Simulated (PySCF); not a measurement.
## ClF: frontier orbitals

PBE0 at R = 1.623 Å; PySCF, no relativity, basis sets Cl def2-TZVP, F def2-TZVP. State: ¹Σ⁺ (singlet), closed shell. Only the outer orbitals are listed, counted within each symmetry.

```
orbital  occ.  ε (eV)  on Cl (%)          main shells (%)
     5σ     2  -34.83         13                   85 F s
     6σ     2  -23.35         82    82 Cl s, 9 F s, 8 F p
     7σ     2  -15.16         43  55 F p, 33 Cl p, 9 Cl s
     2π     2  -13.91         21          78 F p, 20 Cl p
     2π     2  -13.91         21          78 F p, 20 Cl p
     3π     2   -9.40         81          80 Cl p, 19 F p
     3π     2   -9.40         81          80 Cl p, 19 F p
     8σ     0   -2.98         81          72 Cl p, 24 F p
     9σ     0    8.50        102          108 Cl p, 9 F p
     4π     0    9.07        101         89 Cl p, 12 Cl d
```

Problem. Which are the highest filled and the lowest empty level, where do they sit, and how wide is the gap?

Solution. Highest filled 3π at -9.40 eV (in %: 80 Cl p, 19 F p); lowest empty 8σ at -2.98 eV (in %: 72 Cl p, 24 F p); the gap at PBE0 is 6.42 eV.

The bond order (Mayer) is 0.98, the ⟨S²⟩ is 0.000 and the charge on Cl (Mulliken, basis-dependent) is 0.15. The charge on Cl (Löwdin, basis-dependent) is 0.21, the dipole moment (positive dipole means Cl(−)F(+)) is -0.91 D and the polarisability along the bond is 18.9 bohr³. The polarisability across the bond is 9.8 bohr³.

Shares are Mulliken populations and can fall outside 0 to 100 %.
